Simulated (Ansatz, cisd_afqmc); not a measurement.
System: Cl, charge -1, singlet.

Total energies in aug-cc-pV(D+d)Z, 8 correlated electrons, 5 frozen orbitals. Radicals and triplets start from unrestricted determinants; spin-orbit coupling is neglected. Cores are frozen in correlated methods. No relativity. The Monte Carlo rows (phaseless AFQMC, CISD trial, step 0.005/hartree) carry one-sigma bars that omit the constraint's bias. Outlying blocks are dropped, and bars are widened where a walk drifts. Over all cases where full CI ran beside it in this data, AFQMC minus full CI had a median of +0.1 mEh and passed +0.4 mEh in a tenth of the cases.

```
method         program         energy (Eh)  error against FCI (mEh)
----------  ----------  ------------------  -----------------------
HF              Ansatz          -459.56364                   180.94
MP2             Ansatz          -459.72656                    18.03
CCSD            Ansatz          -459.73919                     5.40
CCSD(T)         Ansatz          -459.74380                     0.79
CCSDT(Q)        Ansatz          -459.74458                     0.01
CCSDTQ          Ansatz          -459.74458                     0.01
AFQMC/CISD  cisd_afqmc  -459.7443 ± 0.0002                0.2 ± 0.2
FCI             Ansatz          -459.74459                     0.00
```

Ansatz is a quantum-chemistry and plane-wave program.
